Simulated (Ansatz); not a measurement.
HSi–PH2, singlet: reading a ladder of total energies

Geometry: a PBE0/def2-TZVP stationary point for this spin, not checked as a minimum.

```xyz
5

Si   -0.0424    0.0815    1.1719
P     0.0737   -0.0272   -0.9960
H     0.0174   -1.4414    1.1942
H    -0.6056   -1.0910   -1.6214
H    -0.4962    1.0976   -1.6217
```

Basis cc-pVDZ; Ansatz 0.2.0. Correlated methods freeze the noble-gas cores, which leaves 12 electrons in 41 orbitals. Prefix R: restricted or restricted open-shell reference.

Full CI isn't at hand for all of this; RCCSDTQ serves as the reference, and is uncertain by the last step of the cluster series or more.

RCCSD has a T1 diagnostic of 0.021 and a largest doubles amplitude of 0.08.

Runs differ by some tens of microhartree through their thresholds, so steps under 0.03 kcal/mol mean nothing.

```tsv
level	total energy (hartree)
RHF	-631.357139
RMP2	-631.567683
RCCSD	-631.609567
RCCSD(T)	-631.618135
RCCSDT	-631.619465
RCCSDT(Q)	-631.620081
RCCSDTQ	-631.620085
```

**Question.** What is the correlation energy at RCCSDTQ, and what share of it do RMP2 and RCCSD(T) recover?

**Answer.** E(corr) = -631.620085 − (-631.357139) = -0.262946 hartree = -7.155 eV. RMP2: -0.210544 / -0.262946 = 80.07 %. RCCSD(T): -0.260996 / -0.262946 = 99.26 %.

**Question.** By how many kcal/mol does RCCSD(T) miss RCCSDTQ (1 hartree = 627.509 kcal/mol), and which steps make up the rest?

**Answer.** -631.618135 − (-631.620085) = 0.001950 hartree = 1.22 kcal/mol. Steps: RCCSDT − RCCSD(T) = -0.83, RCCSDT(Q) − RCCSDT = -0.39, RCCSDTQ − RCCSDT(Q) = 0.00 kcal/mol. Differences between like states or geometries often cancel part of this.
